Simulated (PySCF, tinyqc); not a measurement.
FCI on RHF in the sto-3g basis, frozen core, for HF, spin multiplicity 1, step by step. The lowest restricted solution is unstable here: a spin-polarised one lies 0.0596 hartree lower (PySCF). Computed by tinyqc, a small Python program that keeps every step (integrals from PySCF). Settings: charge = 0, multiplicity = 1, basis = sto-3g, method = RHF, frozen orbitals = 1, energy threshold = 1e-10, iteration cap = 62, orthogonalisation = canonical, start = Wolfsberg-Helmholz matrix, DIIS depth = 6, ci = FCI. Command: `OMP_NUM_THREADS=1 python tinyqc.py 28897 28898 out.jsonl` (the two numbers bound the seeds that draw the settings). One thread of a shared host (Intel(R) Xeon(R) Processor @ 2.60GHz), about 0.1 s of CPU time with the checks. Later iterations appear only in the table of the cycle.

## One-electron integrals

Geometry (angstrom):
```
atom        x        y        z
F     0.00000  0.00000  0.00000
H     0.00000  0.00000  1.50700
```

Basis sto-3g: exponents (1/bohr^2) and contraction coefficients of normalised primitives:
```
element  l (shell)   exponent  coefficient
F            s (1)  166.67913      0.15433
F            s (1)   30.36081      0.53533
F            s (1)    8.21682      0.44463
F            s (2)    6.46480     -0.09997
F            s (2)    1.50228      0.39951
F            s (2)    0.48859      0.70012
F            p (3)    6.46480      0.15592
F            p (3)    1.50228      0.60768
F            p (3)    0.48859      0.39196
H            s (1)    3.42525      0.15433
H            s (1)    0.62391      0.53533
H            s (1)    0.16886      0.44463
```

Overlap, kinetic and nuclear-attraction integrals over the contracted functions; the nuclear repulsion is the sum of Za Zb / Rab.

nuclear repulsion = 3.1603151 hartree

overlap S:
```
          1F 1s    1F 2s   1F 2px   1F 2py   1F 2pz    2H 1s
1F 1s   1.00000  0.23799  0.00000  0.00000  0.00000  0.01257
1F 2s   0.23799  1.00000  0.00000  0.00000  0.00000  0.16106
1F 2px  0.00000  0.00000  1.00000  0.00000  0.00000  0.00000
1F 2py  0.00000  0.00000  0.00000  1.00000  0.00000  0.00000
1F 2pz  0.00000  0.00000  0.00000  0.00000  1.00000  0.15033
2H 1s   0.01257  0.16106  0.00000  0.00000  0.15033  1.00000
```

kinetic energy T (hartree):
```
           1F 1s     1F 2s   1F 2px   1F 2py   1F 2pz     2H 1s
1F 1s   36.98458  -0.21286  0.00000  0.00000  0.00000  -0.00373
1F 2s   -0.21286   1.03800  0.00000  0.00000  0.00000  -0.01484
1F 2px   0.00000   0.00000  3.24801  0.00000  0.00000   0.00000
1F 2py   0.00000   0.00000  0.00000  3.24801  0.00000   0.00000
1F 2pz   0.00000   0.00000  0.00000  0.00000  3.24801   0.01727
2H 1s   -0.00373  -0.01484  0.00000  0.00000  0.01727   0.76003
```

nuclear attraction V (hartree):
```
            1F 1s      1F 2s     1F 2px     1F 2py     1F 2pz     2H 1s
1F 1s   -77.36073   -9.26038    0.00000    0.00000   -0.00558  -0.50110
1F 2s    -9.26038  -11.89233    0.00000    0.00000   -0.06973  -1.29027
1F 2px    0.00000    0.00000  -11.78994    0.00000    0.00000   0.00000
1F 2py    0.00000    0.00000    0.00000  -11.78994    0.00000   0.00000
1F 2pz   -0.00558   -0.06973    0.00000    0.00000  -11.81991  -1.00201
2H 1s    -0.50110   -1.29027    0.00000    0.00000   -1.00201  -4.37451
```

core Hamiltonian H = T + V (hartree):
```
            1F 1s      1F 2s    1F 2px    1F 2py    1F 2pz     2H 1s
1F 1s   -40.37615   -9.47324   0.00000   0.00000  -0.00558  -0.50483
1F 2s    -9.47324  -10.85433   0.00000   0.00000  -0.06973  -1.30511
1F 2px    0.00000    0.00000  -8.54192   0.00000   0.00000   0.00000
1F 2py    0.00000    0.00000   0.00000  -8.54192   0.00000   0.00000
1F 2pz   -0.00558   -0.06973   0.00000   0.00000  -8.57189  -0.98475
2H 1s    -0.50483   -1.30511   0.00000   0.00000  -0.98475  -3.61448
```

## Two-electron integrals

Functions are numbered as in S; the eight-fold symmetry (ij|kl) = (ji|kl) = (kl|ij) leaves the list below.

Two-electron integrals (ij|kl) in chemists' order, unique and non-zero (hartree):
```
(11|11) 5.40350   (21|11) 0.84192   (21|21) 0.15630   (22|11) 1.26803
(22|21) 0.29234   (22|22) 0.92617   (31|31) 0.02800   (32|31) 0.04317
(32|32) 0.20459   (33|11) 1.26450   (33|21) 0.29240   (33|22) 0.92596
(33|33) 0.99751   (41|41) 0.02800   (42|41) 0.04317   (42|42) 0.20459
(43|43) 0.05377   (44|11) 1.26450   (44|21) 0.29240   (44|22) 0.92596
(44|33) 0.88997   (44|44) 0.99751   (51|51) 0.02800   (52|51) 0.04317
(52|52) 0.20459   (53|53) 0.05377   (54|54) 0.05377   (55|11) 1.26450
(55|21) 0.29240   (55|22) 0.92596   (55|33) 0.88997   (55|44) 0.88997
(55|55) 0.99751   (61|11) 0.04501   (61|21) 0.00829   (61|22) 0.01543
(61|33) 0.01541   (61|44) 0.01541   (61|51) 0.00031   (61|52) 0.00058
(61|55) 0.01547   (61|61) 0.00044   (62|11) 0.13283   (62|21) 0.03112
(62|22) 0.11253   (62|33) 0.11090   (62|44) 0.11090   (62|51) 0.00205
(62|52) 0.01730   (62|55) 0.11568   (62|61) 0.00167   (62|62) 0.01807
(63|31) 0.00302   (63|32) 0.01886   (63|53) 0.00350   (63|63) 0.00252
(64|41) 0.00302   (64|42) 0.01886   (64|54) 0.00350   (64|64) 0.00252
(65|11) 0.09900   (65|21) 0.02347   (65|22) 0.09109   (65|33) 0.08752
(65|44) 0.08752   (65|51) 0.00430   (65|52) 0.03147   (65|55) 0.09813
(65|61) 0.00130   (65|62) 0.01807   (65|65) 0.02049   (66|11) 0.34972
(66|21) 0.08320   (66|22) 0.34778   (66|33) 0.33927   (66|44) 0.33927
(66|51) 0.00540   (66|52) 0.06558   (66|55) 0.36464   (66|61) 0.00448
(66|62) 0.07802   (66|65) 0.09220   (66|66) 0.77461
```

## Orthogonalisation

S = U s U^T; canonical form X = U s^(-1/2), so that X^T S X = 1. Each column of U has its largest component positive (the first on a tie).

eigenvalues of S: 0.70430  0.87507  1.00000  1.00000  1.11242  1.30820

X:
```
               1         2         3        4         5        6
1F 1s   -0.62291   0.51750   0.00000  0.00000  -0.43739  0.46227
1F 2s    0.80324  -0.24113   0.00000  0.00000  -0.23220  0.57646
1F 2px   0.00000   0.00000   0.82176  0.56983   0.00000  0.00000
1F 2py   0.00000   0.00000  -0.56983  0.82176   0.00000  0.00000
1F 2pz   0.28179   0.69509   0.00000  0.00000   0.64748  0.20488
2H 1s   -0.55429  -0.57763   0.00000  0.00000   0.48422  0.42004
```

Within a degenerate level the vectors are fixed only up to a rotation; this is one choice.

## Starting guess

The start is the generalised Wolfsberg-Helmholz matrix (K = 1.75) built on H; D = 2 C_occ C_occ^T.

D at the start:
```
           1F 1s     1F 2s   1F 2px   1F 2py    1F 2pz     2H 1s
1F 1s    2.11382  -0.47906  0.00000  0.00000   0.01767  -0.06996
1F 2s   -0.47906   2.02165  0.00000  0.00000  -0.06498   0.21884
1F 2px   0.00000   0.00000  2.00000  0.00000   0.00000   0.00000
1F 2py   0.00000   0.00000  0.00000  2.00000   0.00000   0.00000
1F 2pz   0.01767  -0.06498  0.00000  0.00000   1.95918   0.11170
2H 1s   -0.06996   0.21884  0.00000  0.00000   0.11170   0.03106
```

## Iteration 1: building the Fock matrix

J_ij = sum D_kl (ij|kl), K_ij = sum D_kl (ik|jl); F = H + J - 0.5 K; E = tr D H + tr D J / 2 - 0.25 tr D K + E_nn.

Coulomb J (hartree):
```
           1F 1s     1F 2s   1F 2px   1F 2py    1F 2pz    2H 1s
1F 1s   20.79907   3.98370  0.00000  0.00000  -0.00264  0.21139
1F 2s    3.98370   9.86886  0.00000  0.00000  -0.00850  1.16067
1F 2px   0.00000   0.00000  9.85979  0.00000   0.00000  0.00000
1F 2py   0.00000   0.00000  0.00000  9.85979   0.00000  0.00000
1F 2pz  -0.00264  -0.00850  0.00000  0.00000   9.86065  0.92451
2H 1s    0.21139   1.16067  0.00000  0.00000   0.92451  3.50393
```

exchange K (hartree):
```
           1F 1s     1F 2s   1F 2px   1F 2py    1F 2pz    2H 1s
1F 1s   11.09558   1.94625  0.00000  0.00000   0.00160  0.10604
1F 2s    1.94625   3.19117  0.00000  0.00000  -0.02860  0.43909
1F 2px   0.00000   0.00000  2.64803  0.00000   0.00000  0.00000
1F 2py   0.00000   0.00000  0.00000  2.64803   0.00000  0.00000
1F 2pz   0.00160  -0.02860  0.00000  0.00000   2.63655  0.29512
2H 1s    0.10604   0.43909  0.00000  0.00000   0.29512  0.16195
```

Fock matrix F (hartree):
```
            1F 1s     1F 2s    1F 2px    1F 2py    1F 2pz     2H 1s
1F 1s   -25.12487  -6.46266   0.00000   0.00000  -0.00901  -0.34646
1F 2s    -6.46266  -2.58106   0.00000   0.00000  -0.06393  -0.36398
1F 2px    0.00000   0.00000  -0.00614   0.00000   0.00000   0.00000
1F 2py    0.00000   0.00000   0.00000  -0.00614   0.00000   0.00000
1F 2pz   -0.00901  -0.06393   0.00000   0.00000  -0.02952  -0.20780
2H 1s    -0.34646  -0.36398   0.00000   0.00000  -0.20780  -0.19153
```

total energy of this density = -98.0263632 hartree

## Iteration 1: diagonalisation and new density

Diagonalise F' = X^T F X, C = X C', fill 5 alpha and 5 beta electrons from the bottom; D = 2 C_occ C_occ^T. Each column has its largest component positive (the first on a tie).

F' = X^T F X (hartree):
```
          1         2         3         4         5          6
1  -4.88417   5.05489   0.00000   0.00000  -5.12823    6.15443
2   5.05489  -5.05632   0.00000   0.00000   5.52487   -6.70404
3   0.00000   0.00000  -0.00614   0.00000   0.00000    0.00000
4   0.00000   0.00000   0.00000  -0.00614   0.00000    0.00000
5  -5.12823   5.52487   0.00000   0.00000  -6.19328    7.52604
6   6.15443  -6.70404   0.00000   0.00000   7.52604  -10.06942
```

orbital energies (hartree): MO1 -25.13522, MO2 -0.99686, MO3 -0.22350, MO4 -0.00614, MO5 -0.00614, MO6 0.15239

coefficients C:
```
             MO1       MO2       MO3      MO4       MO5       MO6
1F 1s    0.99469  -0.25728   0.06638  0.00000   0.00000  -0.02877
1F 2s    0.02154   0.98907  -0.29812  0.00000   0.00000   0.14824
1F 2px   0.00000   0.00000   0.00000  0.92256  -0.38585   0.00000
1F 2py   0.00000   0.00000   0.00000  0.38585   0.92256   0.00000
1F 2pz   0.00071   0.07186   0.56532  0.00000   0.00000   0.83608
2H 1s   -0.00207   0.14833   0.73549  0.00000   0.00000  -0.69917
```

D after iteration 1:
```
           1F 1s     1F 2s   1F 2px   1F 2py    1F 2pz     2H 1s
1F 1s    2.11999  -0.50565  0.00000  0.00000   0.03948   0.01721
1F 2s   -0.50565   2.13519  0.00000  0.00000  -0.19489  -0.14520
1F 2px   0.00000   0.00000  2.00000  0.00000   0.00000   0.00000
1F 2py   0.00000   0.00000  0.00000  2.00000   0.00000   0.00000
1F 2pz   0.03948  -0.19489  0.00000  0.00000   0.64949   0.85289
2H 1s    0.01721  -0.14520  0.00000  0.00000   0.85289   1.12591
```

Within a degenerate level the vectors are fixed only up to a rotation; this is one choice.

## Iteration 7 (converged): orbitals

converged F (hartree):
```
            1F 1s     1F 2s    1F 2px    1F 2py    1F 2pz     2H 1s
1F 1s   -25.92535  -6.62657   0.00000   0.00000  -0.01028  -0.35826
1F 2s    -6.62657  -3.01059   0.00000   0.00000  -0.00271  -0.39148
1F 2px    0.00000   0.00000  -0.46600   0.00000   0.00000   0.00000
1F 2py    0.00000   0.00000   0.00000  -0.46600   0.00000   0.00000
1F 2pz   -0.01028  -0.00271   0.00000   0.00000  -0.16400  -0.32649
2H 1s    -0.35826  -0.39148   0.00000   0.00000  -0.32649  -0.18406
```

As before.

F' = X^T F X (hartree):
```
          1         2         3         4         5          6
1  -5.23470   5.38308   0.00000   0.00000  -5.21751    6.19959
2   5.38308  -5.24398   0.00000   0.00000   5.60035   -6.87454
3   0.00000   0.00000  -0.46600   0.00000   0.00000    0.00000
4   0.00000   0.00000   0.00000  -0.46600   0.00000    0.00000
5  -5.21751   5.60035   0.00000   0.00000  -6.53844    7.75814
6   6.19959  -6.87454   0.00000   0.00000   7.75814  -10.49900
```

orbital energies (hartree): MO1 -25.93444, MO2 -1.40079, MO3 -0.46600, MO4 -0.46600, MO5 -0.40780, MO6 0.22692

coefficients C:
```
             MO1       MO2      MO3       MO4       MO5       MO6
1F 1s    0.99507  -0.26166  0.00000   0.00000   0.03194   0.03421
1F 2s    0.02002   1.01610  0.00000   0.00000  -0.16019  -0.17620
1F 2px   0.00000   0.00000  0.98374  -0.17958   0.00000   0.00000
1F 2py   0.00000   0.00000  0.17958   0.98374   0.00000   0.00000
1F 2pz   0.00065   0.00622  0.00000   0.00000   0.68907  -0.74088
2H 1s   -0.00179   0.06585  0.00000   0.00000   0.63388   0.80352
```

D after iteration 7:
```
           1F 1s     1F 2s   1F 2px   1F 2py    1F 2pz     2H 1s
1F 1s    2.11931  -0.50213  0.00000  0.00000   0.04205   0.00247
1F 2s   -0.50213   2.11705  0.00000  0.00000  -0.20809  -0.06933
1F 2px   0.00000   0.00000  2.00000  0.00000   0.00000   0.00000
1F 2py   0.00000   0.00000  0.00000  2.00000   0.00000   0.00000
1F 2pz   0.04205  -0.20809  0.00000  0.00000   0.94972   0.87440
2H 1s    0.00247  -0.06933  0.00000  0.00000   0.87440   0.81229
```

Within a degenerate level the vectors are fixed only up to a rotation; this is one choice.

## Convergence

Stop when the energy changes by less than 1e-10 hartree and every element of the error matrix X^T (F D S - S D F) X is below 3e-06.

Course of the cycle:
```
iteration  E (hartree)     change  largest element of the error matrix
1          -98.0263632          -                             2.46e-01
2          -98.3755629  -3.49e-01                             1.73e-01
3          -98.4121415  -3.66e-02                             4.70e-03
4          -98.4121641  -2.26e-05                             2.58e-04
5          -98.4121641  -3.81e-08                             1.64e-05
6          -98.4121641  -3.18e-10                             3.27e-07
7          -98.4121641  -1.28e-13                             1.30e-11
```

PySCF RHF in the same basis = -98.4121641 hartree

Converged in 7 iterations.

## Populations, bond orders and dipole

Mulliken: Z minus the diagonal of D S on the atom; Loewdin: the same with S^(1/2) D S^(1/2); Mayer order: 2 sum_s sum (D(s) S)_ij (D(s) S)_ji over the two atoms.

Charges (e):
```
atom  Mulliken   Loewdin
1F    -0.06739  -0.06071
2H     0.06739   0.06071
```

Mayer bond orders:
```
pair    order
2-1   0.99546
```

dipole moment about the origin, x y z (debye): 0.00000  0.00000  0.88407

## Integrals over molecular orbitals

(pq|rs) = sum C_ip C_jq C_kr C_ls (ij|kl), one index at a time.

one-electron integrals over orbitals h = C^T H C (hartree):
```
           1         2         3         4         5         6
1  -40.35917   0.73072   0.00000   0.00000  -0.08350  -0.09393
2    0.73072  -9.10868   0.00000   0.00000   0.37155   0.53610
3    0.00000   0.00000  -8.54192   0.00000   0.00000   0.00000
4    0.00000   0.00000   0.00000  -8.54192   0.00000   0.00000
5   -0.08350   0.37155   0.00000   0.00000  -6.34574   2.49717
6   -0.09393   0.53610   0.00000   0.00000   2.49717  -5.81254
```

Two-electron integrals over orbitals (pq|rs), unique and non-zero (hartree); the lowest 1 orbital is frozen and left out:
```
(22|22) 0.88553    (32|32) 0.19263    (33|22) 0.90300    (33|33) 0.99751
(42|42) 0.19263    (43|43) 0.05377    (44|22) 0.90300    (44|33) 0.88997
(44|44) 0.99751    (52|22) -0.04182   (52|33) -0.04951   (52|44) -0.04951
(52|52) 0.11844    (53|32) -0.01836   (53|53) 0.03073    (54|42) -0.01836
(54|54) 0.03073    (55|22) 0.64948    (55|33) 0.63552    (55|44) 0.63552
(55|52) -0.00397   (55|55) 0.62942    (62|22) -0.05665   (62|33) -0.05738
(62|44) -0.05738   (62|52) -0.08852   (62|55) -0.01791   (62|62) 0.09150
(63|32) -0.01911   (63|53) -0.02494   (63|63) 0.02767    (64|42) -0.01911
(64|54) -0.02494   (64|64) 0.02767    (65|22) -0.27614   (65|33) -0.27585
(65|44) -0.27585   (65|52) 0.06058    (65|55) -0.08092   (65|62) 0.02269
(65|65) 0.26411    (66|22) 0.61184    (66|33) 0.59950    (66|44) 0.59950
(66|52) 0.03159    (66|55) 0.62079    (66|62) -0.04153   (66|65) -0.03225
(66|66) 0.63934
```

## FCI: determinants and Hamiltonian

one-electron integrals dressed by the frozen orbital, h + 2 (pq|11) - (p1|1q) (hartree):
```
          2         3         4         5         6
2  -6.69358   0.00000   0.00000   0.20710   0.34436
3   0.00000  -6.04337   0.00000   0.00000   0.00000
4   0.00000   0.00000  -6.04337   0.00000   0.00000
5   0.20710   0.00000   0.00000  -4.69836   1.59821
6   0.34436   0.00000   0.00000   1.59821  -4.22540
```

energy of the frozen orbital, 2 h_11 + (11|11) = -75.3532000 hartree

Hartree-Fock energy = -98.4121641 hartree

Slater-Condon rules over spin orbitals, with the nuclear repulsion and the energy of the frozen orbital added and E(HF) subtracted on the diagonal. Only determinants linked to the reference directly or through others are kept (one block of an abelian symmetry group), so some states are absent.

Occupation strings over the orbitals (2 doubly, a alpha, b beta, 0 empty; spin orbitals ordered 1a 1b 2a 2b ...): 222220 2222ab 2a222b 2222ba 2b222a 222202 2a22b2 222022 220222 2b22a2 202222

H - E(HF) between determinants (hartree):
```
          222220    2222ab    2a222b    2222ba    2b222a    222202    2a22b2    222022
222220   0.00000   0.00000   0.00000   0.00000   0.00000   0.26411  -0.02269   0.02767
2222ab   0.00000   0.27805  -0.00890  -0.26411  -0.02269   0.04866   0.06058   0.02494
2a222b   0.00000  -0.00890   1.10737  -0.02269  -0.09150  -0.06058  -0.24388   0.01911
2222ba   0.00000  -0.26411  -0.02269   0.27805  -0.00890  -0.04866  -0.02363  -0.02494
2b222a   0.00000  -0.02269  -0.09150  -0.00890   1.10737   0.06058   0.08852  -0.01911
222202   0.26411   0.04866  -0.06058  -0.04866   0.06058   0.58328   0.04446   0.03073
2a22b2  -0.02269   0.06058  -0.24388  -0.02363   0.08852   0.04446   1.44161   0.01836
222022   0.02767   0.02494   0.01911  -0.02494  -0.01911   0.03073   0.01836   0.68003
220222   0.02767   0.02494   0.01911  -0.02494  -0.01911   0.03073   0.01836   0.05377
2b22a2   0.02269  -0.02363   0.08852   0.06058  -0.24388  -0.04446  -0.11844  -0.01836
202222   0.09150   0.08852   0.01511  -0.08852  -0.01511   0.11844   0.08231   0.19263

          220222    2b22a2    202222
222220   0.02767   0.02269   0.09150
2222ab   0.02494  -0.02363   0.08852
2a222b   0.01911   0.08852   0.01511
2222ba  -0.02494   0.06058  -0.08852
2b222a  -0.01911  -0.24388  -0.01511
222202   0.03073  -0.04446   0.11844
2a22b2   0.01836  -0.11844   0.08231
222022   0.05377  -0.01836   0.19263
220222   0.68003  -0.01836   0.19263
2b22a2  -0.01836   1.44161  -0.08231
202222   0.19263  -0.08231   2.51594
```

## FCI: roots

Diagonalise (each vector has its largest component positive (the first on a tie)); all determinants have Ms = 0, so triplets appear too. The lowest singlet root is the correlation energy.

lowest roots of this matrix, relative to E(HF) (hartree): -0.10596  0.01214  0.50599  0.62626  0.64082  0.72977  0.95125  1.01242

lowest vectors:
```
          root 1    root 2    root 3    root 4
222220   0.93077   0.00000  -0.14999   0.00000
2222ab   0.02828   0.70662   0.66238   0.00000
2a222b  -0.01136   0.01951  -0.06369   0.00000
2222ba  -0.02828   0.70662  -0.66238   0.00000
2b222a   0.01136   0.01951   0.06369   0.00000
222202  -0.36091   0.00000  -0.28030   0.00000
2a22b2   0.01979  -0.01760  -0.06110   0.00000
222022  -0.01561   0.00000  -0.05242   0.70711
220222  -0.01561   0.00000  -0.05242  -0.70711
2b22a2  -0.01979  -0.01760   0.06110   0.00000
202222  -0.01690   0.00000  -0.01899   0.00000
```

<S^2> of these roots: 0.00000  2.00000  0.00000  0.00000  0.00000  0.00000  2.00000  0.00000

weight of the ground state by excitation level 0, 1, 2, ...: 0.86633  0.00186  0.13181

The reference has a weight of only 0.87: one determinant is a poor start here.
